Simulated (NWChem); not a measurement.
The numbers come from NWChem runs, not from measurements. System: O, charge 1, spin multiplicity 4. Its SCF solution wasn't tested for a lower state. Level: ROCCSD(T)/def2-TZVP, 1 core orbitals frozen.

Output (cleaned and shortened):

```
             Northwest Computational Chemistry Package (NWChem) 7.3.0
             --------------------------------------------------------

                                NWChem Input Module
                                -------------------

 Scaling coordinates for geometry "geometry" by  1.889725989
 (inverse scale =  0.529177249)

                             Geometry "geometry" -> ""
                             -------------------------

 Output coordinates in angstroms (scale by  1.889725989 to convert to a.u.)

  No.       Tag          Charge          X              Y              Z
 ---- ---------------- ---------- -------------- -------------- --------------
    1 O                    8.0000     0.00000000     0.00000000     0.00000000

 Effective nuclear repulsion energy (a.u.)       0.0000000000

            Nuclear Dipole moment (a.u.)
            ----------------------------
        X                 Y               Z
 ---------------- ---------------- ----------------
     0.0000000000     0.0000000000     0.0000000000

      Symmetry information
      --------------------

 Group name             D2h
 Group number             26
 Group order               8
 No. of unique centers     1

      Symmetry unique atoms

     1


 Summary of "ao basis" -> "" (spherical)
 ------------------------------------------------------------------------------
       Tag                 Description            Shells   Functions and Types
 ---------------- ------------------------------  ------  ---------------------
 *                         def2-tzvp                  on all atoms

 Summary of "ao basis" -> "ao basis" (spherical)
 ------------------------------------------------------------------------------
       Tag                 Description            Shells   Functions and Types
 ---------------- ------------------------------  ------  ---------------------
 O                         def2-tzvp                11       31   5s3p2d1f

                                 NWChem SCF Module
                                 -----------------

  ao basis        = "ao basis"
  functions       =    31
  atoms           =     1
  closed shells   =     2
  open shells     =     3
  charge          =   1.00
  wavefunction    = ROHF
  use symmetry    = T
  symmetry adapt  = T

 Summary of "ao basis" -> "ao basis" (spherical)
 ------------------------------------------------------------------------------
       Tag                 Description            Shells   Functions and Types
 ---------------- ------------------------------  ------  ---------------------
 O                         def2-tzvp                11       31   5s3p2d1f

      Symmetry analysis of basis
      --------------------------

        ag          9
        au          1
        b1g         2
        b1u         5
        b2g         2
        b2u         5
        b3g         2
        b3u         5

 Forming initial guess at       0.0s

      Symmetry analysis of molecular orbitals - initial
      -------------------------------------------------

  Numbering of irreducible representations:

     1 ag          2 au          3 b1g         4 b1u         5 b2g
     6 b2u         7 b3g         8 b3u

  Orbital symmetries:

     1 ag          2 ag          3 b1u         4 b2u         5 b3u
     6 ag          7 b3u         8 b2u         9 b1u        10 b1g
    11 ag         12 b2g        13 b3g        14 ag         15 b1u

 Starting SCF solution at       0.0s

 ----------------------------------------------
         Quadratically convergent ROHF

 Convergence threshold     :          1.000E-07
 Maximum no. of iterations :          100
 Final Fock-matrix accuracy:          1.000E-09
 ----------------------------------------------

              iter       energy          gnorm     gmax       time
             ----- ------------------- --------- --------- --------
                 1      -74.3660847334  4.84D-01  3.56D-01      0.0
                 2      -74.3694930618  3.49D-02  2.20D-02      0.0
                 3      -74.3695782792  4.85D-04  2.15D-04      0.1
                 4      -74.3695782908  2.33D-08  1.66D-08      0.1

       Final ROHF results
       ------------------
[...]
 Vector    4  Occ=1.000000D+00  E=-8.227494D-01  Symmetry=b2u
              MO Center=  6.6D-34,  9.8D-20,  6.4D-34, r^2= 4.1D-01
   Bfn.  Coefficient  Atom+Function         Bfn.  Coefficient  Atom+Function
  ----- ------------  ---------------      ----- ------------  ---------------
     7      0.575198  1 O  py                10      0.474111  1 O  py

 Vector    5  Occ=1.000000D+00  E=-8.227494D-01  Symmetry=b3u
              MO Center=  1.4D-46,  1.1D-64,  1.0D-64, r^2= 4.1D-01
   Bfn.  Coefficient  Atom+Function         Bfn.  Coefficient  Atom+Function
  ----- ------------  ---------------      ----- ------------  ---------------
     6      0.575198  1 O  px                 9      0.474111  1 O  px

 Vector    6  Occ=0.000000D+00  E= 1.102474D-01  Symmetry=ag
              MO Center= -2.0D-21, -8.1D-20, -1.6D-20, r^2= 2.0D+00
   Bfn.  Coefficient  Atom+Function         Bfn.  Coefficient  Atom+Function
  ----- ------------  ---------------      ----- ------------  ---------------
     5      2.007319  1 O  s                  4     -1.766141  1 O  s

 Vector    7  Occ=0.000000D+00  E= 1.867878D-01  Symmetry=b1u
              MO Center=  2.4D-39,  2.4D-39,  1.4D-20, r^2= 2.4D+00
   Bfn.  Coefficient  Atom+Function         Bfn.  Coefficient  Atom+Function
  ----- ------------  ---------------      ----- ------------  ---------------
    14      1.272246  1 O  pz                11     -0.591969  1 O  pz
     8     -0.220118  1 O  pz

 Vector    8  Occ=0.000000D+00  E= 1.867878D-01  Symmetry=b2u
              MO Center=  2.1D-36,  2.8D-21,  1.6D-36, r^2= 2.4D+00
   Bfn.  Coefficient  Atom+Function         Bfn.  Coefficient  Atom+Function
  ----- ------------  ---------------      ----- ------------  ---------------
    13      1.272246  1 O  py                10     -0.591969  1 O  py
     7     -0.220118  1 O  py

 center of mass
 --------------
 x =   0.00000000 y =   0.00000000 z =   0.00000000

 moments of inertia (a.u.)
 ------------------
           0.000000000000           0.000000000000           0.000000000000
           0.000000000000           0.000000000000           0.000000000000
           0.000000000000           0.000000000000           0.000000000000

  Mulliken analysis of the total density
  --------------------------------------

    Atom       Charge   Shell Charges
 -----------   ------   -------------------------------------------------------
    1 O    8     7.00   0.80  1.17  0.72  1.10  0.20  1.53  1.28  0.19  0.00  0.00  0.00

 Mulliken analysis of the open-shell density
 -------------------------------------------

    Atom       Charge   Shell Charges
 -----------   ------   -------------------------------------------------------
    1 O    8     3.00   0.00 -0.00  0.00  0.00  0.00  1.53  1.28  0.19  0.00  0.00  0.00

       Multipole analysis of the density wrt the origin
       ------------------------------------------------

     L   x y z        total         open         nuclear
     -   - - -        -----         ----         -------
     0   0 0 0      1.000000     -3.000000      8.000000

     1   1 0 0     -0.000000     -0.000000      0.000000
     1   0 1 0     -0.000000     -0.000000      0.000000
     1   0 0 1     -0.000000     -0.000000      0.000000

     2   2 0 0     -2.447580     -1.463999      0.000000
     2   1 1 0     -0.000000     -0.000000      0.000000
     2   1 0 1     -0.000000     -0.000000      0.000000
     2   0 2 0     -2.447580     -1.463999      0.000000
     2   0 1 1     -0.000000      0.000000      0.000000
     2   0 0 2     -2.447580     -1.463999      0.000000

                   NWChem Extensible Many-Electron Theory Module
                   ---------------------------------------------


            General Information
            -------------------
      Number of processors :     1
         Wavefunction type : Restricted open-shell Hartree-Fock
          No. of electrons :     7
           Alpha electrons :     5
            Beta electrons :     2
           No. of orbitals :    62
            Alpha orbitals :    31
             Beta orbitals :    31
        Alpha frozen cores :     1
         Beta frozen cores :     1
     Alpha frozen virtuals :     0
      Beta frozen virtuals :     0
         Spin multiplicity : quartet
    Number of AO functions :    31
       Number of AO shells :    11
        Use of symmetry is : on
      Symmetry adaption is : on
         Schwarz screening : 0.10D-09

          Correlation Information
          -----------------------
          Calculation type : Coupled-cluster singles & doubles w/ perturbation
   Perturbative correction : (T)
            Max iterations :      100
        Residual threshold : 0.10D-05
     T(0) DIIS level shift : 0.00D+00
     L(0) DIIS level shift : 0.00D+00
     T(1) DIIS level shift : 0.00D+00
     L(1) DIIS level shift : 0.00D+00
     T(R) DIIS level shift : 0.00D+00
     T(I) DIIS level shift : 0.00D+00
   CC-T/L Amplitude update :  5-th order DIIS
                I/O scheme : Global Array Library
        L-threshold :  0.10D-05
        EOM-threshold :  0.10D-05
 no EOMCCSD initial starts read in
 TCE RESTART OPTIONS
 SLICE:      F
 D4D5:       F
 quantumc:   F
 qrotation:  F
 pwtce:      F
 qducc:      F
 nacto:                         0
 nrotv:                         0
 nrot:                          0

            Memory Information
            ------------------
          Available GA space size is     249034878 doubles
          Available MA space size is     104855324 doubles

 Maximum block size supplied by input
 Maximum block size        24 doubles

 tile_dim =      7

 -------------------------------------------------

 Global array virtual files algorithm will be used

 Parallel file system coherency ......... OK

 4-electron integrals stored in orbital form

 v2    file size   =            23137
 4-index algorithm nr.  13 is used
 imaxsize =       30
 imaxsize ichop =        0


CCSD iterations
 ---------------------------------------------------------
 Iter          Residuum       Correlation     Cpu    Wall
 ---------------------------------------------------------
    1   0.0746275036192  -0.1112557286569     0.1     0.1
    2   0.0127966903090  -0.1143696922912     0.1     0.1
    3   0.0029941827869  -0.1153151308198     0.1     0.1
    4   0.0008796371145  -0.1154073126730     0.1     0.1
    5   0.0002981204406  -0.1154497579639     0.1     0.1
    6   0.0001339397723  -0.1154535312440     0.1     0.1
    7   0.0000322996178  -0.1154563972627     0.1     0.1
    8   0.0000112904994  -0.1154565516345     0.1     0.1
    9   0.0000044227976  -0.1154565142897     0.1     0.1
   10   0.0000017277585  -0.1154565843593     0.1     0.1
   11   0.0000003035527  -0.1154565692073     0.1     0.1
 -----------------------------------------------------------------
 Iterations converged
 CCSD correlation energy / hartree =        -0.115456569207273
 CCSD total energy / hartree       =       -74.485034859963136

 Singles contributions

 Doubles contributions
 CCSD(T)
 Using plain CCSD(T) code
             total no. of tasks         1089
 total no. of tasks / no. procs         1089
                         wl_min            1           1.0
                         wl_max          343           2.6
        thresh for no. of tasks         1089

 CCSD[T]  correction energy / hartree =        -0.001715455903847
 CCSD[T] correlation energy / hartree =        -0.117172025111120
 CCSD[T] total energy / hartree       =       -74.486750315866985
 CCSD(T)  correction energy / hartree =        -0.001723790348454
 CCSD(T) correlation energy / hartree =        -0.117180359555727
 CCSD(T) total energy / hartree       =       -74.486758650311586

 Task  times  cpu:        1.4s     wall:        1.4s

 Total times  cpu:        1.5s     wall:        1.5s
```

### Question
Write an NWChem input that would produce this output.

### Answer
This is not unique; one that fits is 
```
start mol
memory heap 100 mb stack 700 mb global 1900 mb
charge 1
geometry units angstroms nocenter noautoz
  O      0.000000     0.000000     0.000000
  symmetry group D2h
end
basis spherical
  * library def2-tzvp
end
scf
  rohf
  nopen 3
  maxiter 100
  thresh 1e-7
  semidirect memsize 60000000 filesize 0
  # guess.movecs holds the orbitals of an unrestricted PBE0 run
  vectors input guess.movecs output mol.movecs
end
tce
  freeze core 1
  ccsd(t)
  2eorb
  2emet 13
  thresh 1e-6
  maxiter 100
  tilesize 24
end
task tce energy
```
